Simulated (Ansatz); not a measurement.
Relaxation of C$_{2}$H$_{3}$S (6 atoms, charge 1, multiplicity 1), to a largest force component of 0.02 eV/Å in at most 50 steps.

Theory: Ansatz, RKS PBE0/def2-SVP.

```xyz
6
Properties=species:S:1:pos:R:3:forces:R:3
C -0.724 0.276 -0.682 -0.54 0.14 -0.72
C 0.043 0.039 0.305 0.73 -0.18 1.02
S 0.918 -0.178 1.632 -0.22 0.09 -0.11
H -1.530 -0.387 -0.983 -0.41 -0.53 0.04
H -0.621 1.148 -1.321 0.26 0.59 -0.21
H 1.914 -0.897 1.049 0.19 -0.11 -0.02
```

**Question.** Where does it end, and by what steps?

**Answer.** It converged. Limits of this set-up: the dipole of an ion depends on the origin. After 6 steps the energy has fallen by 0.036 eV; H4 moved furthest, 0.04 Å.

| step | energy less start (eV) | largest force component (eV/Å) | accepted |
| --- | --- | --- | --- |
| 0 | 0.0000 | 1.019 | yes |
| 1 | 0.0363 | 1.066 | no |
| 2 | -0.0159 | 0.563 | yes |
| 3 | 0.0110 | 0.312 | no |
| 4 | -0.0338 | 0.111 | yes |
| 5 | -0.0347 | 0.090 | yes |
| 6 | -0.0357 | 0.014 | yes |

```xyz
6
Properties=species:S:1:pos:R:3
C -0.739 0.279 -0.703
C 0.047 0.035 0.291
S 0.912 -0.176 1.620
H -1.551 -0.418 -0.964
H -0.601 1.184 -1.316
H 1.932 -0.905 1.072
```

Whether the end is a true minimum wasn't checked by a vibrational analysis.

Run time: 11 s on 1 thread of Arm Neoverse V1, with other jobs on the host, peak memory 0.11 GiB.
